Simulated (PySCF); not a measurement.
**Bonding in 3-butyn-1-ol**

3-butyn-1-ol, C4H6O.
Numbering: `[CH:1]#[C:2][CH2:3][CH2:4][OH:5]` (hydrogens: H6 on C1; H7, H8 on C3; H9, H10 on C4; H11 on O5)

Cartesian coordinates in Å at the GFN2-xTB, dihedral held level; atoms count from 1:
```xyz
11
C4H6O angstrom
C      2.5337    0.4180    0.1993
C      1.4647   -0.1110    0.1100
C      0.1580   -0.7254   -0.0105
C     -0.9584    0.3225    0.0365
O     -0.8875    1.0059    1.2675
H      3.4743    0.8724    0.2925
H      0.0223   -1.4198    0.8229
H      0.0927   -1.2791   -0.9507
H     -1.9313   -0.1820   -0.0728
H     -0.8344    1.0249   -0.8013
H     -1.5330    1.7187    1.2737
```

Bond orders from the PBE0/pcSseg-1 density (PySCF). The geometry is a constrained GFN2-xTB structure with the dihedral C2–C3–C4–O5 held at 300°, isolated molecule; it need not be a minimum.

(1) How far do the computed orders between heavy atoms stray from the drawn ones?

(2) Give the Mayer order of every bond, beside its length.

Answers

(1) The largest departure is 0.428, at C1–C2 (drawn triple, 2.572). Drawn double or triple, more than 0.30 short of the drawn order: C1–C2 (2.572).

(2) 
```csv
bond,drawn as,length (Å),Mayer order
C1–C2,triple,1.196,2.572
C2–C3,single,1.449,1.070
C3–C4,single,1.532,1.043
C4–O5,single,1.410,0.984
C1–H6,single,1.049,1.143
C3–H7,single,1.093,0.912
C3–H8,single,1.093,0.921
C4–H9,single,1.101,0.951
C4–H10,single,1.100,0.943
O5–H11,single,0.962,0.949
```

Bonds between the same two heavy elements. C–C: lowest C3–C4 (1.043, 1.532 Å), highest C1–C2 (2.572, 1.196 Å).

Sum the orders of all bonds at each heavy atom with more than one neighbour and set the sums beside the valence in the SMILES.

C1 3.715 (drawn 4), C2 3.642 (drawn 4), C3 3.946 (drawn 4), C4 3.921 (drawn 4), O5 1.933 (drawn 2). Orders between atoms that aren't bonded are not in these sums.

For a closed shell the Mayer order of atoms A and B is Σ (PS)μν (PS)νμ over the basis functions μ on A and ν on B, with P the density and S the overlap matrix.
